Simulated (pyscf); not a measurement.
Optimised with ωB97X-D3(BJ)/def2-SVP in PySCF. Correlated levels are frozen-core, on RHF or UHF. ΔMP2 is the change of the MP2 total energy from the triple- to the quadruple-zeta basis.

Task: Estimate the classical barrier height and the reaction energy of `[NH]=[SiH][Cl]` + `[NH3]` → `[NH2][SiH]([NH2])[Cl]` at CCSD(T)/def2-TZVPP + ΔMP2(QZVPP). The step runs on the singlet surface, breaks H–N and forms H–N, N–Si; take the separated reactants as zero.

Result: ΔE‡ = -0.72 eV, ΔE = -3.01 eV. Zero-point energy shifts the barrier by +0.04 eV. It is an addition across a multiple bond or ene-type step, with an imaginary mode of 1218i cm⁻¹. On the reactant side the descent ends in an adduct with a N–Si contact, 1.18 eV under the separated species and 0.32 eV under the saddle at ωB97X-D3(BJ)/def2-TZVP. At CCSD(T) the saddle lies under the separated reactants, which points to a path from their complex (located at ωB97X-D3(BJ) alone). What is counted as formed (N–Si) is already present as a longer contact in the reactant adduct; forming that adduct is a step of its own. At ωB97X-D3(BJ)/def2-TZVP the barrier from the zero used here is -0.86 eV. HN=SiH–Cl lies 1.14 eV over its isomer H₂N–Si:–Cl [singlet] (electronic energy, ωB97M-D3(BJ)/def2-TZVP). One saddle was located; it need not be the lowest between these sides. The CCSD(T) − MP2 part came from Ansatz, without density fitting, on the same reference.
